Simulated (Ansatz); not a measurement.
We consider rock-salt ZrC, described by Hartree–Fock in Ansatz (PAW).

Run with plane-wave cutoff 460 eV, 10×10×10 k mesh, Fermi–Dirac smearing 0.05 eV, scalar-relativistic PAW data made under PBE.

Response to compression and expansion:

| V (Å³/atom) | P (GPa) | direct gap at Γ (eV) | smallest gap on the k mesh (eV) |
|---|---|---|---|
| 12.785 | 19.43 | 5.937 | 1.379 |
| 13.059 | 13.20 | 5.925 | 1.490 |
| 13.402 | 6.19 | 5.908 | 1.619 |
| 13.713 | 0.55 | 5.890 | 1.725 |
| 14.090 | -5.51 | 5.866 | 1.843 |
| 14.433 | -10.38 | 5.842 | 1.941 |

The fundamental gap (1.74 eV at the equilibrium volume, on the SCF mesh) lies elsewhere than Γ–Γ.

Spin–orbit coupling is not included.

Ansatz is an electronic-structure program.
